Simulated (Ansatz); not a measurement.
## A ladder of methods for SiH3 (silyl radical)

SiH3 has 4 atoms, charge 0, and is taken as a doublet. SMILES: `[SiH3]`. Geometry: relaxed at PBE0-D4/def2-TZVP.

```xyz
4

Si    0.2938   -0.0269   -0.1640
H     0.5592    0.6653    1.1239
H    -0.2240   -1.4017    0.0601
H    -0.6289    0.7632   -1.0200
```

Each level gives the energy change with the Si1–H2 bond stretched from 1.486 to 3.715 Å (eV). The values are calculated.

```tsv
level	kind	program	value (eV)	CPU time (all runs)
UHF/6-31G* (spherical functions)	Hartree–Fock	Ansatz	2.95	0.48 s
USVWN5/6-31G* (spherical functions)	LDA	Ansatz	3.74	2.8 s
UPBE/6-31G* (spherical functions)	GGA	Ansatz	3.47	5.3 s
UPBE0/6-31G* (spherical functions)	global hybrid	Ansatz	3.50	5.5 s
U-wB97M-V/6-31G* (spherical functions)	range-separated hybrid	Ansatz	3.43	66 s
UB2PLYP/6-31G* (spherical functions)	double hybrid	Ansatz	3.40	6.8 s
RPA@PBE/6-31G* (spherical functions)	RPA	Ansatz	3.19	6.6 s
UMP2/6-31G* (spherical functions)	perturbation theory	Ansatz	3.24	0.5 s
FCI/3-21G	exact in the basis	Ansatz	3.12	2.7 s
```

The first shape isn't each level's own minimum. The values span 2.95 to 3.74 eV. Spin contamination of the reference (⟨S²⟩ at least 0.1 too high) touches UHF/6-31G*, USVWN5/6-31G*, UPBE/6-31G*, UPBE0/6-31G*, UB2PLYP/6-31G*, RPA@PBE/6-31G*, UMP2/6-31G*. High-level rows in very small sets aren't better than simpler rows in larger ones. Times are those of the runs behind each value, whatever else they computed, on shared processors of several kinds: orders of magnitude only.
